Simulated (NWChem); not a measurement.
# Si2NH7 (SMILES [SiH3]N[SiH3]): levels of theory compared

We compute a comparison of 5 runs (HF/STO-3G, HF/3-21G, B3LYP/6-31G*, CCSD/cc-pVDZ) of Si2NH7. 

The results are computed with NWChem 7.3.0.

## (1) Starting point

Si2NH7: 10 atoms, total charge 0, spin state singlet. As SMILES, `[SiH3]N[SiH3]`. The coordinates come from a GFN2-xTB relaxation.

Bond lengths: Si1–N2 1.732 Å, N2–Si3 1.732 Å, Si1–H4 1.460 Å, Si1–H5 1.469 Å, Si1–H6 1.463 Å, N2–H7 1.008 Å, Si3–H8 1.460 Å, Si3–H9 1.463 Å, Si3–H10 1.469 Å. Some angles: Si1–N2–Si3 129.3°, Si1–N2–H7 114.0°, Si3–N2–H7 114.0°, N2–Si1–H4 107.0°, N2–Si1–H5 112.0°, N2–Si1–H6 105.6°, N2–Si3–H8 106.9°, N2–Si3–H9 105.6°, N2–Si3–H10 112.0°, H4–Si1–H5 109.8°.

## (2) Energy and gradient at HF/STO-3G (run 1)

Input file mymol.nw:

```
start mymol
title "H7NSi2 hf"
memory total 2200 mb

geometry noautosym nocenter noautoz
 Si   -1.018470    0.762010   -0.922350
 N    -0.127860    0.326860    0.497930
 Si    1.031340   -0.940590    0.721710
 H    -1.562080   -0.473480   -1.479350
 H    -0.171790    1.427660   -1.921070
 H    -2.064980    1.676980   -0.465560
 H    -0.075340    1.057760    1.189460
 H     0.458640   -2.149380    0.136050
 H     1.216600   -1.053430    2.168570
 H     2.313940   -0.634390    0.074620
end

basis spherical bse
 Si library STO-3G
 N library STO-3G
 H library STO-3G
end

scf
 singlet
 rhf
 thresh 1e-08
 maxiter 80
 noprint "final vectors analysis"
end

task scf gradient
```

Run with:

```console
$ nwchem mymol.nw > mymol.out
```

Standard output:

```text
[...]
  functions       =    30
[...]
  wavefunction    = RHF
[...]
         Total SCF energy =   -629.049201296431
      One-electron energy =  -1187.895145545890
      Two-electron energy =    401.618920997527
 Nuclear repulsion energy =    157.227023251932
        Time for solution =      2.0s
[...]
                         RHF ENERGY GRADIENTS
    atom               coordinates                        gradient
                 x          y          z           x          y          z
   1 Si     -1.924629   1.439990  -1.742989    0.003011  -0.001953  -0.000961
   2 N      -0.241620   0.617676   0.940951   -0.003784   0.005836   0.010578
   3 Si      1.948950  -1.777457   1.363834   -0.000260   0.000686  -0.003414
   4 H      -2.951903  -0.894747  -2.795566   -0.005337  -0.019766  -0.003325
   5 H      -0.324636   2.697886  -3.630296    0.015445   0.010202  -0.013103
   6 H      -3.902246   3.169033  -0.879781   -0.012778   0.013098   0.013213
   7 H      -0.142372   1.998877   2.247753   -0.000664  -0.005858  -0.005225
   8 H       0.866704  -4.061739   0.257097   -0.012506  -0.013743  -0.009213
   9 H       2.299041  -1.990694   4.098003   -0.001633   0.003794   0.022102
  10 H       4.372713  -1.198823   0.141011    0.018507   0.007705  -0.010653
[...]
```

Wall time 3.3 s (1 thread of Intel Xeon Platinum 8259CL at 2.50GHz (Skylake/Cascade Lake), shared host); peak memory 0.096 GiB.

## (3) Energy and gradient at HF/3-21G (run 2)

Input file a.nw:

```
start a
memory total 2200 mb
charge 0
geometry noautosym nocenter noautoz
 Si   -1.018470    0.762010   -0.922350
 N    -0.127860    0.326860    0.497930
 Si    1.031340   -0.940590    0.721710
 H    -1.562080   -0.473480   -1.479350
 H    -0.171790    1.427660   -1.921070
 H    -2.064980    1.676980   -0.465560
 H    -0.075340    1.057760    1.189460
 H     0.458640   -2.149380    0.136050
 H     1.216600   -1.053430    2.168570
 H     2.313940   -0.634390    0.074620
end
basis spherical bse
 * library 3-21G
end
scf
 thresh 1e-08
 maxiter 80
 print low
end
task scf gradient
```

Run with:

```console
$ nwchem a.nw > a.out
```

Standard output:

```text
[...]
  functions       =    49
[...]
  wavefunction    = RHF
[...]
         Total SCF energy =   -633.021841680044
      One-electron energy =  -1189.293625291846
      Two-electron energy =    399.044760359869
 Nuclear repulsion energy =    157.227023251932
        Time for solution =      2.4s
[...]
                         RHF ENERGY GRADIENTS
    atom               coordinates                        gradient
                 x          y          z           x          y          z
   1 Si     -1.924629   1.439990  -1.742989    0.000243   0.000953  -0.005759
   2 N      -0.241620   0.617676   0.940951   -0.007005  -0.015300  -0.007275
   3 Si      1.948950  -1.777457   1.363834    0.004704  -0.002830  -0.002094
   4 H      -2.951903  -0.894747  -2.795566    0.006186   0.006049   0.008234
   5 H      -0.324636   2.697886  -3.630296   -0.001353  -0.004442   0.009415
   6 H      -3.902246   3.169033  -0.879781    0.009204  -0.006403   0.003010
   7 H      -0.142372   1.998877   2.247753    0.003613   0.002108  -0.002308
   8 H       0.866704  -4.061739   0.257097   -0.000458   0.011579   0.002891
   9 H       2.299041  -1.990694   4.098003   -0.005308   0.005700  -0.008701
  10 H       4.372713  -1.198823   0.141011   -0.009827   0.002586   0.002586
[...]
```

It took 3.6 s on 1 thread of Intel Xeon Platinum 8259CL at 2.50GHz (Skylake/Cascade Lake), shared host; peak memory 0.099 GiB.

Run 3 isn't shown in full; the table further down has it.

## (4) Energy and gradient at B3LYP/6-31G(d) (Cartesian functions) (run 4)

Input file work.nw:

```
start work
memory stack 880 mb heap 220 mb global 1100 mb

geometry units angstroms noautosym nocenter noautoz
Si   -1.018470    0.762010   -0.922350
N    -0.127860    0.326860    0.497930
Si    1.031340   -0.940590    0.721710
H    -1.562080   -0.473480   -1.479350
H    -0.171790    1.427660   -1.921070
H    -2.064980    1.676980   -0.465560
H    -0.075340    1.057760    1.189460
H     0.458640   -2.149380    0.136050
H     1.216600   -1.053430    2.168570
H     2.313940   -0.634390    0.074620
end

basis cartesian
* library 6-31G*
end

dft
xc b3lyp
grid xfine
convergence energy 1e-08
maxiter 100
mulliken
end

task dft gradient
```

Run with:

```console
$ nwchem work.nw > work.out
```

Standard output:

```text
[...]
          Wavefunction type:  closed shell.
          No. of atoms     :    10
          No. of electrons :    42
[...]
          Charge           :     0
          Spin multiplicity:     1
[...]
          AO basis - number of functions:    67
[...]
              XC Information
              --------------
                         B3LYP Method XC Potential
                     Hartree-Fock (Exact) Exchange  0.200
                        Slater Exchange Functional  0.800 local
                    Becke 1988 Exchange Functional  0.720 non-local
              Lee-Yang-Parr Correlation Functional  0.810
                  VWN I RPA Correlation Functional  0.190 local
[...]
 d= 0,ls=0.0,diis     1   -637.9280503215 -7.95D+02  1.36D-02  4.72D-01     5.3
[...]
 d= 0,ls=0.0,diis     8   -637.9747418715 -5.16D-10  9.77D-07  5.42D-09    34.5
         Total DFT energy =     -637.974741871470
      One electron energy =    -1193.984491544554
           Coulomb energy =      450.267618677204
    Exchange-Corr. energy =      -51.484892256052
 Nuclear repulsion energy =      157.227023251932
[...]
  wavefunction    = closed shell
                         DFT ENERGY GRADIENTS
    atom               coordinates                        gradient
                 x          y          z           x          y          z
   1 Si     -1.924629   1.439990  -1.742989   -0.006331   0.001755  -0.009624
   2 N      -0.241620   0.617676   0.940951    0.000644   0.000485  -0.000435
   3 Si      1.948950  -1.777457   1.363834    0.006986  -0.009371   0.001153
   4 H      -2.951903  -0.894747  -2.795566    0.005024   0.006515   0.006772
   5 H      -0.324636   2.697886  -3.630296   -0.001557  -0.004412   0.008828
   6 H      -3.902246   3.169033  -0.879781    0.008186  -0.006226   0.001448
   7 H      -0.142372   1.998877   2.247753    0.000019  -0.005124  -0.005318
   8 H       0.866704  -4.061739   0.257097    0.000710   0.010107   0.003301
   9 H       2.299041  -1.990694   4.098003   -0.004253   0.004151  -0.008602
  10 H       4.372713  -1.198823   0.141011   -0.009429   0.002119   0.002477
[...]
```

Wall time 43 s (1 thread of Intel Xeon Platinum 8259CL at 2.50GHz (Skylake/Cascade Lake), shared host); peak memory 0.15 GiB.

## (5) A single-point energy at CCSD/cc-pVDZ (run 5)

Input file sp.nw:

```
start sp
title "H7NSi2 energy"
memory total 2200 mb
charge 0

geometry units atomic noautosym nocenter noautoz
 Si  -1.92462937   1.43999020  -1.74298889
 N   -0.24162038   0.61767588   0.94095133
 Si   1.94895014  -1.77745750   1.36383424
 H   -2.95190338  -0.89474753  -2.79556634
 H   -0.32463605   2.69788640  -3.63029617
 H   -3.90224665   3.16903292  -0.87978089
 H   -0.14237197   1.99887671   2.24775364
 H    0.86670399  -4.06173954   0.25709724
 H    2.29904080  -1.99069419   4.09800338
 H    4.37271287  -1.19882336   0.14101136
end

basis spherical bse
 Si library cc-pVDZ
 N library cc-pVDZ
 H library cc-pVDZ
end

scf
 nopen 0
 rhf
 thresh 1e-08
 maxiter 80
end

ccsd
 freeze core 11
 maxiter 60
end

task ccsd
```

Run with:

```console
$ nwchem sp.nw > sp.out
```

Standard output:

```text
[...]
  functions       =    85
[...]
  wavefunction    = RHF
[...]
         Total SCF energy =   -636.416589356837
      One-electron energy =  -1193.499969219160
      Two-electron energy =    399.856367977508
 Nuclear repulsion energy =    157.227011884815
        Time for solution =     53.4s
[...]
 Total MP2 energy:           -636.796003789599013
[...]
             energy      energy      error      ampl     ampl      Block
                                                time     time      time
[...]
 Total CCSD energy:           -636.849209755903644
[...]
```

It took 4 min on 1 thread of Intel Xeon Platinum 8259CL at 2.50GHz (Skylake/Cascade Lake), shared host; peak memory 0.17 GiB.

## (6) Overview of the runs

```csv
run,level,iteration cap,module,energy (Eh),dipole moment (D),largest force (eV/Å),wall time
1,HF/STO-3G,80,scf,-629.049201,0.44,1.167,3.3 s
2,HF/3-21G,80,scf,-633.021842,–,0.943,3.6 s
3,B3LYP/6-31G* (spherical functions),100,dft,-637.970206,0.78,0.586,42 s
4,B3LYP/6-31G* (Cartesian functions),100,dft,-637.974742,0.77,0.604,43 s
5,CCSD/cc-pVDZ,80,ccsd,-636.849210,–,–,4 min
```

## (7) Summary of results

| quantity | value |
| --- | --- |
| run 5: total energy | -636.84921 Eh |
| run 5: HOMO energy (Hartree–Fock orbitals) | -10.55 eV |
| run 5: LUMO energy (Hartree–Fock orbitals) | 3.64 eV |
| run 5: HOMO–LUMO gap (Hartree–Fock orbitals) | 14.20 eV |
| run 5: correlation energy (11 core orbitals frozen) | -432.6 mEh |

What this shows: Over runs 1, 3, 4 the dipole moment (its size) runs from 0.44 D (HF/STO-3G) to 0.78 D (B3LYP/6-31G*). The two ends differ in method and basis. In run 1 the basis is minimal, so the values are rough. All runs together took 5.5 min, the longest 4 min.
